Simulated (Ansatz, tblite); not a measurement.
**The cluster TiO₂−: one state, many levels**

How do method and basis change the picture of the cluster TiO₂− (doublet)?

The runs use Ansatz 0.2.0, Gaussian basis; as each input shows.

Plan: GFN1-xTB, PBE-D4/def2-TZVPD, r2SCAN-D4/def2-TZVPD, LC-ωPBE/def2-TZVPD, BLYP-D4/def2-TZVPD, HF/def2-TZVPD, CAM-B3LYP-D4/def2-TZVPD, B97M-V/def2-TZVPD, PBE-D4/def2-SVPD, PBE0-D4/def2-SVPD, CCSD(T)/def2-TZVPPD, MP2/def2-TZVPD, RPA/def2-TZVPD.

**1. The geometry**

The doublet was relaxed beforehand with PBE-D4/def2-TZVPD. At that level it is the lowest of the isomers that a small search found.

3 atoms, charge -1, spin multiplicity 2.

Bond lengths: Ti1–O2 1.860 Å, Ti1–O3 1.860 Å, O2–O3 1.460 Å. Angles: O2–Ti1–O3 46.2°, Ti1–O2–O3 66.9°, Ti1–O3–O2 66.9°.

Coordinates:

| atom | x (Å) | y (Å) | z (Å) |
| --- | --- | --- | --- |
| Ti1 | -0.0459 | 1.0670 | 0.3996 |
| O2 | 0.5148 | -0.7039 | 0.3122 |
| O3 | -0.4688 | -0.3631 | -0.7118 |

No spin-orbit coupling is included. The ion is computed in the gas phase, without counter-ions or solvent.

PBE0-D4/def2-TZVPD was run before; its log isn't repeated, and its numbers join the tables.

**2. GFN1-xTB**

Tight binding, by tblite at 300 K electronic temperature and without a spin-polarisation term:

```python
tblite.interface.Calculator('GFN1-xTB', numbers, positions, charge=-1, uhf=1).singlepoint()
```

Energy -291.5900 eV; 0.005 s.

**3. PBE-D4/def2-TZVPD**

start.molden holds the orbitals of an earlier run on this state, given as this run's starting guess.

Contents of in.yaml:

```yaml
crystal:
  periodic: [false, false, false]
  atoms:
    - {symbol: Ti, position_ang: [-0.045941, 1.067041, 0.399595]}
    - {symbol: O, position_ang: [0.514782, -0.703921, 0.312182]}
    - {symbol: O, position_ang: [-0.468841, -0.363120, -0.711767]}
basis:
  gaussian: {orbitals: def2-TZVPD, initial_orbitals: start.molden}
total_charge: -1
magnetization: {spin_polarized: true, initial_magnetization: 1}
hamiltonian: {xc: pbe, dispersion: d4}
scf: {omitted_lower_state_checks: [starts]}
output: {forces: true, orbitals: {seedname: orbitals}}
```

Started as:

```sh
ansatz run in.yaml --threads 2 --pin off --events-out ev --progress --plain --max-ram 4352MiB
```

Further steps of the session: r2SCAN-D4/def2-TZVPD; LC-ωPBE/def2-TZVPD; BLYP-D4/def2-TZVPD; HF/def2-TZVPD; CAM-B3LYP-D4/def2-TZVPD; B97M-V/def2-TZVPD; PBE-D4/def2-SVPD; PBE0-D4/def2-SVPD; CCSD(T)/def2-TZVPPD; MP2/def2-TZVPD; RPA/def2-TZVPD.

Q: Predict the results of all the runs planned. Wanted: gap in def2-TZVPD, named functionals and Hartree-Fock, smallest and largest; correlation energy, CCSD(T)/def2-TZVPPD; correlation energy, MP2/def2-TZVPD; ⟨S²⟩ in def2-TZVPD, named functionals and Hartree-Fock, smallest and largest; PBE0 total energy, smallest basis above largest.

The runs gave:

```
                                                                    quantity                                 value
 gap in def2-TZVPD, named functionals and Hartree-Fock, smallest and largest  0.57 eV (BLYP-D4), 5.30 eV (LC-ωPBE)
                                     correlation energy, CCSD(T)/def2-TZVPPD                             -24.62 eV
                                          correlation energy, MP2/def2-TZVPD                             -21.47 eV
⟨S²⟩ in def2-TZVPD, named functionals and Hartree-Fock, smallest and largest                          0.908, 1.614
                             PBE0 total energy, smallest basis above largest       7.70 eV (def2-SVPD, def2-TZVPD)
```

In words: Over the named functionals and Hartree-Fock in def2-TZVPD the gap runs from 0.57 eV (BLYP-D4) to 5.30 eV (LC-ωPBE); exact exchange widens it. Over the named functionals and Hartree-Fock in def2-TZVPD spin contamination reaches 0.86 (HF), so some levels may describe another state. PBE-D4, BLYP-D4, r2SCAN-D4, B97M-V, PBE0-D4 put the HOMO above zero: the outermost electron is held by the basis alone. Notes on CCSD(T)/def2-TZVPPD: large T1 diagnostic, spin contamination.
